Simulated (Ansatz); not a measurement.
Total energies of Mg₃⁻ (the lowest doublet isomer of a short search) from Ansatz at PBE0/def2-TZVPD, gas phase (1 Eh = 27.2114 eV = 2625.5 kJ/mol). The reference geometry is relaxed at r2SCAN/def2-TZVPD.

```
atom   x (Å)   y (Å)   z (Å)
 Mg1   0.967  -0.591  -1.333
 Mg2  -1.743   0.052  -0.140
 Mg3   0.776   0.539   1.472
```

```json
{"state": "charge -1 doublet", "geometry": "reference", "energy (Eh)": "-599.92897"}
{"state": "charge 0 singlet", "geometry": "reference", "energy (Eh)": "-599.89693"}
{"state": "charge -1 quartet", "geometry": "relaxed at r2SCAN/def2-TZVPD", "energy (Eh)": "-599.88817"}
```

Q: Work out the vertical ionisation energy to the singlet.

A: E(charge 0 singlet) − E(charge -1 doublet) = -599.89693 − (-599.92897) = 0.03204 Eh = 0.87 eV. For comparison, −ε of the highest occupied level of the spin that leaves is -0.30 eV at this level, 1.17 eV less.

Q: Which of the charge -1 states is lowest, and how far above it are the others?

A: The doublet. quartet: -599.88817 − (-599.92897) = 0.04080 Eh = 107.1 kJ/mol. The quartet differs in its bonds from the reference.

At PBE0/def2-TZVPD the highest occupied level of the charge -1 doublet lies above zero (up to 0.30 eV). By energy differences its removal costs 0.87 eV (vertical, to the charge 0 singlet, at PBE0/def2-TZVPD); a positive level beside a positive removal energy at the same level points to self-interaction error. At PBE0/def2-TZVPD the highest occupied level of the charge -1 quartet lies above zero (up to 0.23 eV). It is a level of α spin, whose loss leaves a triplet; that state wasn't run at this geometry and level. The electron is either unbound and held by the finite basis, or the level is raised by self-interaction error. The restricted singlet is unstable towards broken spin symmetry in Hartree–Fock (as tested in another run); at PBE0/def2-TZVPD this wasn't settled. 

The structure comes from a short search, and lower isomers may exist.
